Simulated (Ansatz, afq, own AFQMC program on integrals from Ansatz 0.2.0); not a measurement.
H$_{2}$O⁻, quartet in aug-cc-pVDZ, levels against CCSDT(Q)

```xyz
3

O     0.0000   -0.0691    0.0000
H     0.0000    0.5483    0.7576
H     0.0000    0.5483   -0.7576
```

Basis aug-cc-pVDZ. Only valence electrons are correlated. AFQMC by an in-house program on the Cholesky factors that Ansatz 0.2.0 writes for its CCSD(T) run. ph-AFQMC/CISD is guided by a CISD state made of CCSD amplitudes; releasing the constraint for a short imaginary time cuts its bias at the price of noise, slowly where states lie close. ± is one standard error of the sampling.

Determinant: UHF, the one that the program's search chose, which needn't be the lowest solution. The geometry is a PBE0/def2-TZVPD stationary point of this or a neighbouring charge and spin state.

No full CI on the walks' own integrals is used here; CCSDT(Q) serves as the reference and is uncertain by about the last step of the cluster series.

Cautions: another spin lies lower (by 6.88 eV); at this level and basis the anion state lies above a neutral one.

* T1 diagnostic: 0.0173
* weight of the determinant in the CISD state: 0.938
* ⟨S²⟩ of the determinant: 3.757
* size of the correlated space: 9 electrons in 40 orbitals

Reference: CCSDT(Q), correlation energy -5.258 eV. The released energy is read at 2.40 1/Eh (meV from the phaseless value at times in 1/Eh: 0.5 ± 1.8 at 0.24, 1.7 ± 1.5 at 0.51, -0.6 ± 1.3 at 0.99, -2.0 ± 1.8 at 1.62, -3.3 ± 2.0 at 2.40).

| level | E − E(reference) (kJ/mol) | share of correlation (%) |
| --- | --- | --- |
| HF | 507.3 | 0.00 |
| MP2 | 60.3 | 88.11 |
| CCSD | 12.3 | 97.58 |
| CCSD(T) | 1.8 | 99.64 |
| CCSDT | 0.6 | 99.87 |
| ph-AFQMC/HF | 2.3 ± 1.7 | 99.54 |
| ph-AFQMC/CISD | 0.2 ± 0.2 | 99.97 |
| released AFQMC | -0.2 ± 0.2 | 100.03 |

A walk keeps the symmetry of its determinant, which the program's search chose and which needn't be the lowest solution, so a lower state of the same spin and another symmetry isn't excluded. Released energies are given only where the last usable release times agree within the noise; a slower fall can still hide under it.
